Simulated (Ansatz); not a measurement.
**Ligand exchange: CH3F + SiH2(OH)(SiH3) → SiH3F + SiH2(CH3)(OH)**

Species: CH3F `CF`, singlet; SiH2(OH)(SiH3) (disilanol), singlet; SiH3F `F[SiH3]`, singlet; SiH2(CH3)(OH), singlet. The partners trade CH3 for SiH3: F–CH3 and Si–SiH3 bonds give way to F–SiH3 and Si–CH3.

Shapes, held fixed at every level: PBE0-D4/def2-TZVP. Flexible molecules stand in one conformer, not always the lowest. Programs: Ansatz 0.2.0. The zero-point and thermal change to 298 K, harmonic and unscaled (PBE0-D4/def2-TZVP), is -1.6 kJ/mol.

| level | kind | ΔH(298 K) (kJ/mol) | less CCSD(T)/CBS estimate |
| --- | --- | --- | --- |
| r2SCAN0-D4/def2-TZVPP | global hybrid | -232.8 | +6.2 |
| wB97M-V/def2-TZVPP | range-separated hybrid | -237.3 | +1.7 |
| wB97X-V/def2-TZVPP | range-separated hybrid | -226.5 | +12.5 |
| MP2/def2-TZVPP | perturbation theory | -252.2 | -13.2 |
| CCSD(T)/def2-SVP | coupled cluster or CI | -212.2 | +26.8 |
| CCSD/def2-SVP | coupled cluster or CI | -214.1 | +24.9 |
| CCSD(T)/def2-TZVPP | coupled cluster or CI | -234.8 | +4.2 |
| CCSD(T)/CBS estimate | coupled cluster or CI | -239.0 | 0.0 |

The highest level, CCSD(T)/CBS estimate, gives ΔH(298 K) = -239.0 kJ/mol; the levels span -252.2 to -212.2. The column of differences is taken from that level and isn't an error. No measured value is set beside it here. The CBS estimate extrapolates MP2 from def2-TZVPP and def2-QZVPP and adds CCSD(T) − MP2 in the triple-zeta set, cores frozen.
